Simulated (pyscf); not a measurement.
Optimised with ωB97X-D3(BJ)/def2-SVP in PySCF.

Problem. For the elementary gas-phase step H₃Si–PH₂ (SMILES [SiH3]P) + H₂ (SMILES [H][H]) → PH₃ (SMILES P) + SiH₄ (SMILES [SiH4]) (singlet surface; P–Si, H–H broken, H–P, H–Si formed), what barrier and reaction energy does HF/def2-TZVP give, measured from the separated reactants?

Solution. ΔE‡ = 90.7 kcal/mol, ΔE = -7.0 kcal/mol. ωB97M-D3(BJ)/def2-TZVP gives 69.2 kcal/mol and -1.4 kcal/mol. Zero-point energy shifts the barrier by +2.8 kcal/mol. It is a four-centre exchange, with an imaginary mode of 1411i cm⁻¹. This is the saddle that the search found; another between the same sides may lie lower.
